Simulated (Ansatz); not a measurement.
# AlSi2H7: one species, many methods

The task here is to estimate one member of a computed series from the others.

Program: Ansatz 0.2.0, Gaussian basis. Level of theory: functionals in def2-TZVPP, the program's frozen cores in correlated methods. These are calculated values, not measurements.

Levels to be run: LDA (SPW92), PBE-D4, revPBE-D4, BLYP-D4, r2SCAN-D4, B97M-V, PBE0-D4, B3LYP-D4, r2SCANh-D4, r2SCAN0-D4, HSE06-D4, BHLYP-D4, CAM-B3LYP-D4, LC-ωPBE, ωB97X-V, ωB97M-V, B2PLYP, PBE-QIDH; CCSD(T)/def2-SVP; CCSD(T)/def2-TZVPP; MP2/def2-QZVPP; extrapolation to the limit; RPA on PBE.

### The relaxed structure

An earlier PBE0-D4 in a triple-zeta def2 set relaxation fixed the geometry.

SMILES `[AlH2][SiH2][SiH3]`, 10 atoms, charge 0, spin multiplicity 1.

Atoms are counted from 1 here; the program's logs count them from 0.

Bond lengths: Al1–Si2 2.447 Å, Al1–H4 1.588 Å, Al1–H5 1.588 Å, Si2–Si3 2.343 Å, Si2–H6 1.492 Å, Si2–H7 1.492 Å, Si3–H8 1.488 Å, Si3–H9 1.489 Å, Si3–H10 1.489 Å. Angles: Si2–Al1–H4 120.3°, Si2–Al1–H5 120.3°, H4–Al1–H5 119.4°, Al1–Si2–Si3 109.6°, Al1–Si2–H6 112.2°, Al1–Si2–H7 112.2°, Si3–Si2–H6 107.5°, Si3–Si2–H7 107.4°, H6–Si2–H7 107.7°, Si2–Si3–H8 112.0°, Si2–Si3–H9 109.9°, Si2–Si3–H10 109.9°, H8–Si3–H9 108.5°, H8–Si3–H10 108.5°, H9–Si3–H10 107.9°.

The first run:

Input file in.yaml:

```yaml
crystal:
  periodic: [false, false, false]
  atoms:
    - {symbol: Al, position_ang: [-1.930657, 0.645703, -0.864367]}
    - {symbol: Si, position_ang: [0.477755, 0.751163, -0.445675]}
    - {symbol: Si, position_ang: [1.112284, -1.017903, 0.953432]}
    - {symbol: H, position_ang: [-2.495519, -0.208329, -2.078278]}
    - {symbol: H, position_ang: [-2.945863, 1.378639, 0.112463]}
    - {symbol: H, position_ang: [0.876919, 2.021220, 0.228839]}
    - {symbol: H, position_ang: [1.273580, 0.634589, -1.702832]}
    - {symbol: H, position_ang: [2.570212, -1.000129, 1.249615]}
    - {symbol: H, position_ang: [0.367723, -0.938239, 2.240409]}
    - {symbol: H, position_ang: [0.776664, -2.317715, 0.309394]}
basis:
  gaussian: {orbitals: def2-TZVPP}
hamiltonian: {xc: lda}
output: {orbitals: {seedname: orbitals}}
```

On the command line:

```console
ansatz run in.yaml --threads 2 --pin off --events-out ev --progress --plain --max-ram 4352MiB
```

Among the steps run: LDA; PBE-D4 (GGA); revPBE-D4 (GGA); BLYP-D4 (GGA); r2SCAN-D4 (meta-GGA); B97M-V (meta-GGA); PBE0-D4 (hybrid); B3LYP-D4 (hybrid); r2SCANh-D4 (hybrid); r2SCAN0-D4 (hybrid); HSE06-D4 (hybrid); BHLYP-D4 (hybrid); CAM-B3LYP-D4 (range-separated); LC-ωPBE (range-separated); ωB97X-V (range-separated); ωB97M-V (range-separated); B2PLYP (double hybrid); PBE-QIDH (double hybrid).

One of the session's tables, all rows but one given; the rest of the session is left out.

It belongs to the step «Orbital energies across the functionals». 

```
  functional  HOMO (eV)  LUMO (eV)  gap (eV)
 LDA (SPW92)      -6.51      -3.15      3.36
      PBE-D4      -6.44      -2.93      3.51
   revPBE-D4          ?          ?         ?
     BLYP-D4      -6.29      -2.79      3.50
   r2SCAN-D4      -6.67      -2.69      3.98
      B97M-V      -6.79      -2.93      3.86
     PBE0-D4      -7.46      -2.19      5.27
    B3LYP-D4      -7.27      -2.37      4.90
  r2SCANh-D4      -7.05      -2.44      4.61
  r2SCAN0-D4      -7.61      -2.06      5.55
    HSE06-D4      -7.08      -2.56      4.52
    BHLYP-D4      -8.37      -1.40      6.97
CAM-B3LYP-D4      -8.67      -1.24      7.44
     LC-ωPBE      -9.96      -0.19      9.77
     ωB97X-V      -9.65      -0.30      9.35
     ωB97M-V      -9.39      -0.58      8.82
```

**Question.** Estimate the row for revPBE-D4.

The run gave: HOMO (eV): -6.41; LUMO (eV): -2.83; gap (eV): 3.58. In the column «HOMO (eV)» it lies between PBE-D4 (-6.44) and BLYP-D4 (-6.29).
